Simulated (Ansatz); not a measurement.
# C₃H₇ClO: up Jacob's ladder to CCSD(T)

How much do the methods differ for C₃H₇ClO? The plan is to run it at one geometry with functionals of several rungs and with coupled cluster. The yardstick is the atomisation energy at the CCSD(T) limit.

Program: Ansatz 0.2.0, Gaussian basis. Level of theory: functionals in def2-TZVPP, the program's frozen cores in correlated methods. These are calculated values, not measurements.

The runs, in order: LDA (SPW92), PBE-D4, revPBE-D4, BLYP-D4, r2SCAN-D4, B97M-V, PBE0-D4, B3LYP-D4, r2SCANh-D4, r2SCAN0-D4, HSE06-D4, BHLYP-D4, CAM-B3LYP-D4, LC-ωPBE, ωB97X-V, ωB97M-V, B2PLYP, PBE-QIDH; CCSD(T)/def2-SVP; CCSD(T)/def2-TZVPP; MP2/def2-QZVPP; extrapolation to the limit; RPA on PBE.

### Step 1. The relaxed structure

All runs share one geometry, relaxed beforehand with PBE0-D4 in a triple-zeta def2 set.

12 atoms, charge 0, spin multiplicity 1.

Atoms are counted from 1 here; the program's logs count them from 0.

Bond lengths: C1–O2 1.411 Å, C1–H6 1.097 Å, C1–H7 1.094 Å, C1–H8 1.089 Å, O2–C3 1.366 Å, C3–C4 1.501 Å, C3–Cl5 1.837 Å, C3–H9 1.096 Å, C4–H10 1.092 Å, C4–H11 1.090 Å, C4–H12 1.089 Å. Angles: O2–C1–H6 110.9°, O2–C1–H7 110.9°, O2–C1–H8 106.8°, H6–C1–H7 109.1°, H6–C1–H8 109.4°, H7–C1–H8 109.7°, C1–O2–C3 114.8°, O2–C3–C4 109.5°, O2–C3–Cl5 111.2°, O2–C3–H9 111.5°, C4–C3–Cl5 108.9°, C4–C3–H9 112.7°, Cl5–C3–H9 102.7°, C3–C4–H10 109.1°, C3–C4–H11 109.8°, C3–C4–H12 110.5°, H10–C4–H11 108.9°, H10–C4–H12 109.3° and more.

### Step 2. LDA

This LDA is Slater exchange with PW92 correlation.

The input, in.yaml:

```yaml
crystal:
  periodic: [false, false, false]
  atoms:
    - {symbol: C, position_ang: [-1.577137, 0.916503, -0.417095]}
    - {symbol: O, position_ang: [-0.820551, -0.180314, 0.045991]}
    - {symbol: C, position_ang: [0.531566, 0.014579, 0.046930]}
    - {symbol: C, position_ang: [1.225847, -1.284844, 0.333795]}
    - {symbol: Cl, position_ang: [1.025132, 1.245785, 1.317498]}
    - {symbol: H, position_ang: [-1.251057, 1.222153, -1.418762]}
    - {symbol: H, position_ang: [-1.487341, 1.767161, 0.264461]}
    - {symbol: H, position_ang: [-2.614395, 0.588670, -0.459275]}
    - {symbol: H, position_ang: [0.871509, 0.479738, -0.885015]}
    - {symbol: H, position_ang: [0.974089, -2.004079, -0.448894]}
    - {symbol: H, position_ang: [0.893905, -1.677528, 1.295208]}
    - {symbol: H, position_ang: [2.305336, -1.143026, 0.359258]}
basis:
  gaussian: {orbitals: def2-TZVPP}
hamiltonian: {xc: lda}
output: {orbitals: {seedname: orbitals}}
```

Run with:

```
$ ansatz run in.yaml --threads 4 --pin off --events-out ev --progress --plain --max-ram 10444MiB
```

The runs that follow: PBE-D4 (GGA); revPBE-D4 (GGA); BLYP-D4 (GGA); r2SCAN-D4 (meta-GGA); B97M-V (meta-GGA); PBE0-D4 (hybrid); B3LYP-D4 (hybrid); r2SCANh-D4 (hybrid); r2SCAN0-D4 (hybrid); HSE06-D4 (hybrid); BHLYP-D4 (hybrid); CAM-B3LYP-D4 (range-separated); LC-ωPBE (range-separated); ωB97X-V (range-separated); ωB97M-V (range-separated); B2PLYP (double hybrid); PBE-QIDH (double hybrid); CCSD(T) in def2-SVP; CCSD(T) in def2-TZVPP; MP2 in def2-QZVPP; RPA on PBE orbitals.

Q: Predict the results of all the runs planned. Wanted: atomisation energy, CCSD(T)/CBS; farthest beyond LDA; mean size of error, GGA; mean size of error, meta-GGA; mean size of error, hybrid; mean size of error, range-separated; mean size of error, double hybrid; gap, smallest and largest; T1 diagnostic.

**Answer**, as computed:

| quantity | value |
| --- | --- |
| atomisation energy, CCSD(T)/CBS | 46.889 eV |
| functionals within 0.234 eV (0.5 %) | revPBE-D4, BLYP-D4, r2SCAN-D4, B97M-V, B3LYP-D4, r2SCANh-D4, CAM-B3LYP-D4, LC-ωPBE, ωB97X-V, ωB97M-V, PBE-QIDH |
| farthest beyond LDA | BHLYP-D4 (-1.452 eV) |
| mean size of error, GGA | 0.432 eV |
| mean size of error, meta-GGA | 0.121 eV |
| mean size of error, hybrid | 0.449 eV |
| mean size of error, range-separated | 0.131 eV |
| mean size of error, double hybrid | 0.349 eV |
| gap, smallest and largest | 6.29 eV (LDA (SPW92)), 14.03 eV (LC-ωPBE) |
| T1 diagnostic | 0.0106 |
| triples share of the correlation energy | 3.9 % |

What this shows: The LDA atomisation energy is off by 7.169 eV (15 %): it overbinds. PBE-D4 is off by +1.113 eV. Double hybrids carry the basis error of their MP2 part in triple zeta, and no dispersion term here, so their miss is partly the set-up's. The rungs meta-GGA, range-separated miss on average by less than the doubt on the reference (0.234 eV), so they tie. Misses under about 0.234 eV are within the doubt on the reference itself, which lacks core-valence correlation, relativity and higher excitations. Hartree-Fock recovers 73 % of the binding; the rest is correlation. CCSD(T) in def2-SVP is off by -2.177 eV, more than most functionals: a good method in a small basis is no reference. The gap grows from 6.3 to 14.0 eV across the functionals, mostly with the share of exact exchange.
